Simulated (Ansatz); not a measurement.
## Relaxing a trial structure of CHAlS−

The starting geometry of this gas-phase doublet was optimised with GFN2-xTB.

| atom | x (Å) | y (Å) | z (Å) |
| --- | --- | --- | --- |
| C | 0.2262 | -1.6779 | 0.4718 |
| Al | 0.7715 | 0.1039 | 0.1611 |
| S | 1.4313 | 2.0943 | -0.1604 |
| H | -0.7884 | -1.7272 | -0.0221 |

**Question.** Predict what it relaxes into with PBE0-D3(BJ)/def2-SVPD.

**Answer.** It keeps its bonds.

The energy falls by 0.12 eV over 8 steps:

```tsv
step	E − E(last) (eV)
1	0.119
2	0.059
3	0.025
4	0.010
5	0.003
6	0.000
7	0.000
8	0.000
```

Final geometry (Å):

```xyz
4

C     0.1777   -1.5184    0.3951
Al    0.6260    0.2486    0.0405
S     1.5965    2.0809   -0.0729
H    -0.7597   -2.0179    0.0878
```

Frequencies at the end are all real (lowest 187 cm⁻¹). Open shells are spin-unrestricted. Run with Ansatz 0.2.0, 31 s on 1 thread of Arm Neoverse V2, with other jobs on the host.
